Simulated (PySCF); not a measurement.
A thermochemical cycle for AlH

PBE0 in PySCF with x2c-SVPall on every atom, spin-free X2C, for the lowest determinant that a PBE0 search found; no spin–orbit coupling. AlH, a singlet (closed shell), has De = 2.98 eV to neutral atoms, and AlH⁺, a doublet (σ ↑), has De = 0.93 eV to Al⁺ + H.

The adiabatic ionisation energy of AlH, between the minima, is 8.12 eV.

**Question.** Which ionisation energy of the Al atom does this level give?

**Answer.** IE(Al) = IE(molecule) + De(ion) − De(neutral) = 8.12 + 0.93 − 2.98 = 6.07 eV; the measured value is 5.986 eV (NIST ASD).

For an ion De counts to the pair picked by the measured ionisation energies or electron affinities, which need not be the lowest pair at this level. States were picked by a PBE0 search and need not be the measured ground states.
